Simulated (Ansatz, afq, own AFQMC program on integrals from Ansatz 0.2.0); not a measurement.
## O⁻, doublet: AFQMC among the cluster methods

A free O anion.

Basis aug-cc-pVTZ. Only valence electrons are correlated. Ansatz 0.2.0 and our own AFQMC program on the same integrals; the CISD trial comes from CCSD amplitudes, and released means the phaseless constraint is let go. Free AFQMC starts from the CCSD state and is never constrained. Its projection time is finite, and what remains of the start isn't in its error. Uncertainties: one standard error, sampling alone.

Determinant: UHF, the one that the program's search chose, which needn't be the lowest solution.

No full CI on the walks' own integrals is used here; CCSDT(Q) serves as the reference and is uncertain by about the last step of the cluster series.

Cautions: the ph-AFQMC/CISD walk drifts between its halves (2.0 errors).

```
T1 diagnostic                               : 0.0229
weight of the determinant in the CISD state : 0.929
⟨S²⟩ of the determinant                     : 0.770
size of the correlated space                : 7 electrons in 45 orbitals
```

```tsv
level	correlation energy (eV)
MP2	-5.9623
CCSD	-6.1727
CCSD(T)	-6.4127
```

Problem. Estimate where phaseless AFQMC with the Hartree–Fock trial lies against CCSD(T) on the same integrals.

Solution. 0.08 ± 0.49 kcal/mol below CCSD(T). The gap is under twice the noise, so this walk alone can't tell the two apart.

Reference: CCSDT(Q), correlation energy -6.442 eV. The released energy is read at 2.40 1/Eh (meV from the phaseless value at times in 1/Eh: 1 ± 3 at 0.24, 0 ± 3 at 0.51, -13 ± 4 at 0.99, -10 ± 4 at 1.62, -12 ± 5 at 2.40).

```csv
level,E − E(reference) (kcal/mol),share of correlation (%)
CCSD(T),0.68,99.54
CCSDT,0.31,99.79
ph-AFQMC/HF,0.60 ± 0.49,99.60
ph-AFQMC/CISD,0.29 ± 0.08,99.80
released AFQMC,0.03 ± 0.11,99.98
free AFQMC,0.21 ± 0.14,99.86
```

Free projections are given only where their last times agree within the noise and don't stop above the reference; a slow remainder of the start can still hide under it. A walk keeps the symmetry of its determinant, which the program's search chose and which needn't be the lowest solution, so a lower state of the same spin and another symmetry isn't excluded. Released energies are given only where the last usable release times agree within the noise; a slower fall can still hide under it.
